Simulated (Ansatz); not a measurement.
Molecule: H$_{7}$SiN$_{3}$O, charge 0, multiplicity 1. SMILES: N[Si](N)(N)O
Geometry: optimised at B3LYP-D3(BJ)/def2-TZVP (Ansatz, an electronic-structure program).

B3LYP/STO-3G beside other levels, property by property. Conventions: no spin-orbit coupling; each state is the SCF solution reached for its charge and spin; frozen cores in correlated levels; UHF or UKS for open shells; non-relativistic; atomisation electronic, to ground-state atoms; no dispersion term unless named. CBS(X,Y): correlation extrapolated as X^-3; Hartree-Fock from the larger set. [CCSD(T)-MP2]/basis is that difference in the basis named. First-principles rows: single points at B3LYP-D3(BJ) geometries (Ansatz), with unscaled harmonic terms from B3LYP/6-31G* (Ansatz) at its own minima, enthalpies of formation by atomisation with measured atoms. Levels can end on unlike triplets.

Coupled cluster (Ansatz) is a level with limits of its own, used here on species with T1 under 0.025 (0.045 for open shells) and stable references: (a) RI-MP2/CBS(aug-cc-pV(T+d)Z,aug-cc-pV(Q+d)Z)+[CCSD(T)-MP2]/aug-cc-pV(T+d)Z; (b) CCSD(T)/CBS(aug-cc-pV(T+d)Z,aug-cc-pV(Q+d)Z); (c) CCSD(T)/CBS(cc-pV(T+d)Z,cc-pV(Q+d)Z).

| property | B3LYP/STO-3G (Ansatz) | PBE/def2-TZVPD (Ansatz) | PBE0/def2-TZVPD (Ansatz) | wB97M-V/def2-TZVPD (Ansatz) | to compare with |
|---|---|---|---|---|---|
| enthalpy of formation at 298 K (kcal/mol) | -152.3 | -154.7 | -130.4 | -149.6 | -149.0 coupled cluster (b) |
| N-Si bond dissociation enthalpy at 298 K, to [NH2] (NH2) + N[Si](N)O (kcal/mol) | 106.2 | 105.4 | 107.4 | 115.3 | 115.7 coupled cluster (c) |
| vertical triplet-singlet gap, E(triplet) - E(singlet) (eV) | 9.02 | 4.97 | 5.59 | 6.14 | 6.02 coupled cluster (a) |
| H-O bond dissociation enthalpy at 298 K, to N[Si](N)(N)[O] + H atom (kcal/mol) | 116.4 | 105.6 | 111.3 | 117.1 | 120.7 coupled cluster (c) |
| O-Si bond dissociation enthalpy at 298 K, to N[Si](N)N + [OH] (HO) (kcal/mol) | 110.4 | 127.6 | 128.5 | 136.3 | 137.9 coupled cluster (b) |
| H-N bond dissociation enthalpy at 298 K, to [NH][Si](N)(N)O + H atom (kcal/mol) | 120.0 | 104.9 | 106.8 | 110.7 | 112.5 coupled cluster (c) |
| proton affinity at N (heteroatom site), enthalpy at 298 K, to N[Si](N)([NH3+])O (kcal/mol) | 287.4 | 222.3 | 224.0 | 220.1 | 222.6 coupled cluster (c) |
| atomisation energy (kcal/mol) | 1069.6 | 1072.0 | 1047.7 | 1066.9 | 1066.4 coupled cluster (b) |

As the rows show:
- enthalpy of formation at 298 K: B3LYP/STO-3G lies 3.3 kcal/mol below coupled cluster.
- N-Si bond dissociation enthalpy at 298 K, to [NH2] (NH2) + N[Si](N)O: B3LYP/STO-3G lies 9.5 kcal/mol below coupled cluster.
- vertical triplet-singlet gap, E(triplet) - E(singlet): B3LYP/STO-3G lies 3.00 eV above coupled cluster.
- H-O bond dissociation enthalpy at 298 K, to N[Si](N)(N)[O] + H atom: B3LYP/STO-3G lies 4.3 kcal/mol below coupled cluster.
- O-Si bond dissociation enthalpy at 298 K, to N[Si](N)N + [OH] (HO): B3LYP/STO-3G lies 27.5 kcal/mol below coupled cluster.
- H-N bond dissociation enthalpy at 298 K, to [NH][Si](N)(N)O + H atom: B3LYP/STO-3G lies 7.5 kcal/mol above coupled cluster.
- proton affinity at N (heteroatom site), enthalpy at 298 K, to N[Si](N)([NH3+])O: B3LYP/STO-3G lies 64.8 kcal/mol above coupled cluster.
- atomisation energy: B3LYP/STO-3G lies 3.2 kcal/mol above coupled cluster.

The properties are those with a value to compare with, at most eight drawn at random. No case is left out for the size of its miss. Left out are saddle points of the reference geometry, anions that the best level run finds unbound, excited spin states, species near biochemistry, 298 K rows of species without real B3LYP wavenumbers, cases with under five habitual levels, runs that failed or that the program found above a lower state of the same kind, table entries that another table contradicts, and a share of species set aside by lot.
